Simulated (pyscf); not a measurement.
Four-centre exchange: `[F][GeH2][F]` + `[FH]` → `[F][GeH]([F])[F]` + `[H][H]`

Gas phase, singlet surface, charge 0. Bonds broken: Ge2–H4, F6–H7. Bonds formed: Ge2–F6, H4–H7. Structures and frequencies: ωB97X-D3(BJ)/def2-SVP in PySCF.

Transition state (Å):

```xyz
7

F      0.3813     0.7218     1.2049
Ge    -0.3046     0.0613    -0.2236
F     -0.9848     1.5003    -0.9291
H     -2.0305    -0.3619    -0.0376
H      0.6104    -0.4849    -1.3000
F     -0.5441    -1.6884     0.6459
H     -1.6149    -1.1241     0.3606
```

One imaginary mode, 1170i cm⁻¹; descent along it reached the two sides named, in the forms told below.

```csv
bond,change,reactant side (Å),saddle,product side
Ge2–H4,breaks,1.519,1.787,3.4
F6–H7,breaks,0.937,1.244,2.7
Ge2–F6,forms,2.7,1.968,1.716
H4–H7,forms,3.0,0.955,0.760
```

Electronic energies relative to the separated reactants (eV):

| level | barrier | reaction energy | reverse barrier |
|---|---|---|---|
| ωB97X-D3(BJ)/def2-TZVP | 1.43 | -0.57 | 2.00 |
| PBE/def2-TZVP | 1.16 | -0.55 | 1.71 |
| r²SCAN/def2-TZVP | 1.20 | -0.65 | 1.85 |
| B3LYP-D3(BJ)/def2-TZVP | 1.41 | -0.56 | 1.97 |
| PBE0-D3(BJ)/def2-TZVP | 1.35 | -0.50 | 1.85 |
| M06-2X/def2-TZVP | 1.38 | -0.74 | 2.12 |
| ωB97M-D3(BJ)/def2-TZVP | 1.45 | -0.54 | 1.98 |
| HF/def2-TZVP | 2.18 | -0.54 | 2.71 |

With ωB97M-D3(BJ)/def2-TZVP energies and thermal terms (ideal gas, 1 atm, RRHO with modes under 100 cm⁻¹ raised to 100, one conformer, R ln 2 for chiral ones without a mode under 150 cm⁻¹), in eV:

```
T (K)   ΔH‡   ΔG‡     ΔH     ΔG
-----  ----  ----  -----  -----
298    1.38  1.79  -0.65  -0.57
600    1.37  2.21  -0.62  -0.50
900    1.38  2.63  -0.60  -0.45
1200   1.40  3.04  -0.58  -0.40
```

On the reactant side the descent ends in a complex, 0.28 eV under the separated species and 1.71 eV under the saddle at ωB97X-D3(BJ)/def2-TZVP. At the saddle there is also a short Ge–H contact that neither side keeps. One saddle was located; it need not be the lowest between these sides. Elements up to Kr have no core potential and no relativistic terms here.
